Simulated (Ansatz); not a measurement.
Basis-set extrapolation for C2H5FS2, SMILES `FCSCS` (PBE0-D4/def2-TZVP geometry, frozen core, the Gaussian-basis code of Ansatz). Multiplicity 1, RHF reference.

```tsv
	def2-TZVPP	def2-QZVPP
HF	-973.229269	-973.259955
MP2 correlation	-0.947708	-1.026466
CCSD(T) correlation	-1.038819	not run
```

Energies in hartree. Use E(X) = E(∞) + A·exp(−7.88·√X) for Hartree–Fock and E(X) = E(∞) + B·X^(−2.97) for correlation, with X = 3 and 4, and add CCSD(T) minus MP2 of the smaller set to the MP2 limit.

Problem. What is the CCSD(T) energy at the basis-set limit?

Solution. HF limit: -973.259955 + (-0.030686) × 0.13774 = -973.26418. MP2 limit: -1.026466 + (-0.078758) × 0.74074 = -1.08481. Higher-order term: -1.038819 − (-0.947708) = -0.09111. Total: -974.44010 hartree, 107.9 kcal/mol below CCSD(T)/def2-TZVPP.
